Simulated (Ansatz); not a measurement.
CaB6-type LaB6 was calculated with rVV10 (plane waves, PAW; Ansatz, a first-principles code).

Run with plane-wave cutoff 520 eV, 14×14×14 k mesh, Fermi–Dirac smearing 0.05 eV, scalar-relativistic PAW data made under PBE.

Cell (relaxed at this level):

```
LaB6
1.0
    4.16164     0.00000     0.00000
    0.00000     4.16164     0.00000
    0.00000     0.00000     4.16164
La B
1 6
Cartesian
  0.00000   0.00000   0.00000
  3.32891   2.08082   2.08082
  2.08082   0.83273   2.08082
  2.08082   3.32891   2.08082
  0.83273   2.08082   2.08082
  2.08082   2.08082   3.32891
  2.08082   2.08082   0.83273
```

Q: Estimate the bulk modulus B0 and pressure derivative B′ of the bulk modulus that the calculation returns.

A: 
* **bulk modulus B0**: 174 GPa
* **pressure derivative B′ of the bulk modulus**: 3.7

The run finds no gap.

Measured, for comparison: bulk modulus 164 ± 2 GPa (room temperature, no zero-point or thermal correction, isothermal; as tabulated in LaB6 under pressure, Phys. Rev. B 80, 172104 (doi 10.1103/PhysRevB.80.172104)). Computed (rounded) less measured: bulk modulus +6 %. A static lattice is as a rule a little smaller and stiffer than an uncorrected measurement, which narrows the difference in the bulk modulus and would widen misses of the other sign.

Note: the bulk modulus comes from volumes at which shape and atoms were relaxed.

Spin–orbit coupling is not included.

Computed values are for the static lattice.
